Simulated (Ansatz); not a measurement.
# CHNO: taking an electron away

The task here is to estimate one member of a computed series from the others.

Method: unrestricted cation, the program's frozen cores in correlated methods; program: Ansatz 0.2.0, Gaussian basis.

The runs, in order: UKS PBE-D4/def2-TZVPP; UKS r2SCAN-D4/def2-TZVPP; UKS PBE0-D4/def2-TZVPP; UKS B3LYP-D4/def2-TZVPP; UKS wB97X-V/def2-TZVPP; UKS wB97M-V/def2-TZVPP; UKS B2PLYP/def2-TZVPP; UHF-CCSD(T)/def2-TZVPP; UHF-CCSD(T)/def2-QZVPP; extrapolation to the limit; then −ε(HOMO) from the neutral's earlier runs with LDA (SPW92), PBE-D4, revPBE-D4, BLYP-D4, r2SCAN-D4, B97M-V, PBE0-D4, B3LYP-D4, r2SCANh-D4, r2SCAN0-D4, HSE06-D4, BHLYP-D4, CAM-B3LYP-D4, LC-ωPBE, ωB97X-V, ωB97M-V.

## The relaxed structure

All runs share one geometry, relaxed beforehand with PBE0-D4 in a triple-zeta def2 set.

SMILES `N#CO`, 4 atoms, charge 0, spin multiplicity 1.

Atoms are counted from 1 here; the program's logs count them from 0.

Bond lengths: N1–C2 1.153 Å, C2–O3 1.290 Å, O3–H4 0.966 Å. Angles: N1–C2–O3 176.9°, C2–O3–H4 110.5°.

As a file:

```xyz
4
CHNO
N    -1.32815   -0.17950    0.88049
C    -0.41857    0.05665    0.21294
O     0.56959    0.38260   -0.54978
H     1.23274   -0.32014   -0.56395
```

Set-up of the first run:

Contents of in.yaml:

```yaml
crystal:
  periodic: [false, false, false]
  atoms:
    - {symbol: N, position_ang: [-1.328153, -0.179499, 0.880489]}
    - {symbol: C, position_ang: [-0.418574, 0.056646, 0.212936]}
    - {symbol: O, position_ang: [0.569586, 0.382596, -0.549776]}
    - {symbol: H, position_ang: [1.232742, -0.320142, -0.563949]}
basis:
  gaussian: {orbitals: def2-TZVPP}
total_charge: 1
magnetization: {spin_polarized: true, initial_magnetization: 1}
hamiltonian: {xc: pbe, dispersion: d4}
```

The run is started by

```
$ ansatz run in.yaml --threads 2 --pin off --events-out ev --progress --plain --max-ram 32768MiB --backend cpu
```

Among the steps run: Cation, UKS PBE-D4/def2-TZVPP; Cation, UKS r2SCAN-D4/def2-TZVPP; Cation, UKS PBE0-D4/def2-TZVPP; Cation, UKS B3LYP-D4/def2-TZVPP; Cation, UKS wB97X-V/def2-TZVPP; Cation, UKS wB97M-V/def2-TZVPP; Cation, UKS B2PLYP (frozen core)/def2-TZVPP; Cation, UHF-CCSD(T)/def2-TZVPP; Cation, UHF-CCSD(T)/def2-QZVPP.

One of the session's tables, all rows but one given; the rest of the session is left out.

Orbital estimates, from the neutral's runs:

```
  functional  −ε(HOMO) (eV)
 LDA (SPW92)           7.75
      PBE-D4           7.54
   revPBE-D4           7.46
     BLYP-D4           7.42
   r2SCAN-D4           7.84
      B97M-V           7.84
     PBE0-D4           9.01
    B3LYP-D4           8.77
  r2SCANh-D4           8.39
  r2SCAN0-D4           9.22
    HSE06-D4           8.60
    BHLYP-D4          10.37
CAM-B3LYP-D4          10.48
     LC-ωPBE          11.89
     ωB97X-V          11.46
     ωB97M-V              ?
```

Estimate the missing values for ωB97M-V.

The run gave: −ε(HOMO) (eV): 11.35. In the column «−ε(HOMO) (eV)» it lies between CAM-B3LYP-D4 (10.48) and ωB97X-V (11.46).

To keep in mind: The cation may have settled in a state other than its lowest; no search over hole states beyond the program's own was made.
